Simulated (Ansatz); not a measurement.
**CH3AlS: vertical ionisation energy**

Aim: the vertical ionisation energy of CH3AlS, as cation minus neutral at the neutral's geometry, on several levels, and how well −ε(HOMO) stands in for it.

Method: unrestricted cation, the program's frozen cores in correlated methods; program: Ansatz 0.2.0, Gaussian basis.

Plan: UKS PBE-D4/def2-TZVPP; UKS r2SCAN-D4/def2-TZVPP; UKS PBE0-D4/def2-TZVPP; UKS B3LYP-D4/def2-TZVPP; UKS wB97X-V/def2-TZVPP; UKS wB97M-V/def2-TZVPP; UKS B2PLYP/def2-TZVPP; UHF-CCSD(T)/def2-TZVPP; UHF-MP2/def2-QZVPP; extrapolation to the limit; then −ε(HOMO) from the neutral's earlier runs with LDA (SPW92), PBE-D4, revPBE-D4, BLYP-D4, r2SCAN-D4, B97M-V, PBE0-D4, B3LYP-D4, r2SCANh-D4, r2SCAN0-D4, HSE06-D4, BHLYP-D4, CAM-B3LYP-D4, LC-ωPBE, ωB97X-V, ωB97M-V.

## 1. Structure used throughout

An earlier PBE0-D4 in a triple-zeta def2 set relaxation fixed the geometry.

6 atoms, charge 0, spin multiplicity 1.

Atoms are counted from 1 here; the program's logs count them from 0.

Bond lengths: Al1–C2 1.959 Å, Al1–S3 2.399 Å, Al1–H4 1.581 Å, Al1–H5 1.581 Å, C2–S3 1.635 Å, C2–H6 1.089 Å. Angles: C2–Al1–S3 42.6°, C2–Al1–H4 116.9°, C2–Al1–H5 116.9°, S3–Al1–H4 112.8°, S3–Al1–H5 112.9°, H4–Al1–H5 125.2°, Al1–C2–S3 83.2°, Al1–C2–H6 156.6°, S3–C2–H6 120.2°, Al1–S3–C2 54.2°.

As a file:

```
Al   -0.63724    0.03354   -0.61829
C     0.95988   -0.23186    0.48423
S     0.08110    0.56882    1.60709
H    -1.68604   -1.14925   -0.65691
H    -0.64258    1.28847   -1.58037
H     1.96698   -0.57372    0.71794
```

## 2. Cation, UKS PBE-D4/def2-TZVPP

Contents of in.yaml:

```yaml
crystal:
  periodic: [false, false, false]
  atoms:
    - {symbol: Al, position_ang: [-0.637239, 0.033540, -0.618292]}
    - {symbol: C, position_ang: [0.959882, -0.231858, 0.484234]}
    - {symbol: S, position_ang: [0.081101, 0.568818, 1.607092]}
    - {symbol: H, position_ang: [-1.686044, -1.149249, -0.656911]}
    - {symbol: H, position_ang: [-0.642577, 1.288467, -1.580365]}
    - {symbol: H, position_ang: [1.966977, -0.573718, 0.717941]}
basis:
  gaussian: {orbitals: def2-TZVPP}
total_charge: 1
magnetization: {spin_polarized: true, initial_magnetization: 1}
hamiltonian: {xc: pbe, dispersion: d4}
```

On the command line:

```console
$ ansatz run in.yaml --threads 2 --pin off --events-out ev --progress --plain --max-ram 4352MiB
```

Further steps of the session: Cation, UKS r2SCAN-D4/def2-TZVPP; Cation, UKS PBE0-D4/def2-TZVPP; Cation, UKS B3LYP-D4/def2-TZVPP; Cation, UKS wB97X-V/def2-TZVPP; Cation, UKS wB97M-V/def2-TZVPP; Cation, UKS B2PLYP (frozen core)/def2-TZVPP; Cation, UHF-CCSD(T)/def2-TZVPP; Cation, UHF-MP2/def2-QZVPP.

Before running them: what should the planned runs give, taken together? Wanted: ionisation energy, CCSD(T)/CBS; nearest functional by difference; nearest −ε(HOMO); −ε(HOMO) of PBE; T1 of the cation.

**Answer**, as computed:

| quantity | value |
| --- | --- |
| ionisation energy, CCSD(T)/CBS | 9.67 eV |
| nearest functional by difference | ωB97X-V (-0.05 eV) |
| nearest −ε(HOMO) | ωB97X-V (-0.07 eV) |
| −ε(HOMO) of PBE | 6.13 eV |
| T1 of the cation | 0.044 |

In words: By cation minus neutral, the functionals miss by 0.31 eV at most. −ε(HOMO) of PBE misses by 3.5 eV, since self-interaction lifts the level. Among orbital estimates ωB97X-V comes nearest. Hartree-Fock falls 0.94 eV short, as the neutral has more correlation energy than the cation. The cation's T1 (from the report) is 0.044, near the customary mark of 0.045 for open shells, so the coupled-cluster value is less safe. The cation may have settled in a state other than its lowest; no search over hole states beyond the program's own was made.
